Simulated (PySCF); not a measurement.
A structure optimised at PBE-D3(BJ)/def2-TZVPD, used in a PySCF frequency run:

```
F
F 1 1.4131
```

Q: Write its SMILES, formula and point group.

A: FF, F₂, D∞h

Q: What are its rotational constants (standard atomic weights)?

A: 26.644 GHz (linear rotor, B only)
